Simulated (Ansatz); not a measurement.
```yaml
crystal:
  periodic: [false, false, false]
  atoms:
    - {symbol: Ge, position_ang: [-1.784172, -0.460527, -0.001272]}
    - {symbol: N, position_ang: [-0.000156, -0.041594, 0.000866]}
    - {symbol: Ge, position_ang: [1.780638, -0.472222, -0.000274]}
    - {symbol: H, position_ang: [0.003690, 0.974343, 0.000680]}
basis:
  gaussian: {orbitals: def2-TZVP}
hamiltonian: {xc: pbe0}
relax: {f_tol: 0.004, max_steps: 80}
```

```sh
$ ansatz run in.yaml --threads 1 --pin off --events-out ev --progress --plain --max-ram 2176MiB
```

Steps of the relaxation (energy above the last step; positions in Å, forces in eV/Å):

```
4
step 1, 123.9 meV
Ge   -1.784   -0.461   -0.001   -0.253    0.419   -0.006
N     0.000   -0.042    0.001   -0.011   -1.675    0.020
Ge    1.781   -0.472    0.000    0.262    0.415   -0.006
H     0.004    0.974    0.001    0.002    0.842   -0.007
```

```
4
step 2, 33.6 meV
Ge   -1.816   -0.407   -0.007    0.126    0.242   -0.006
N     0.000   -0.103    0.016   -0.006   -0.896    0.035
Ge    1.813   -0.419   -0.006   -0.121    0.242   -0.006
H     0.003    0.928   -0.004    0.001    0.411   -0.022
```

```
4
step 3, 18.7 meV
Ge   -1.828   -0.347   -0.049    0.302   -0.015    0.098
N    -0.001   -0.169    0.128    0.001    0.273   -0.273
Ge    1.826   -0.360   -0.048   -0.302   -0.013    0.098
H     0.003    0.876   -0.032   -0.001   -0.246    0.077
```

```
4
step 7, 0.0 meV
Ge   -1.823   -0.346    0.004    0.000    0.000    0.000
N    -0.001   -0.172    0.003    0.000    0.000   -0.001
Ge    1.820   -0.358    0.005    0.000    0.000    0.000
H     0.003    0.877   -0.013    0.000    0.000    0.000
```

Close pairs at the end: N2–H4 1.049 Å, Ge1–N2 1.830 Å, N2–Ge3 1.830 Å.

A stationary point of restricted PBE0 after 7 steps (its stability towards spin polarisation wasn't tested); no frequencies were run, so it isn't proven a minimum. 51 s on 1 thread of Intel Xeon 6975P-C, shared host.
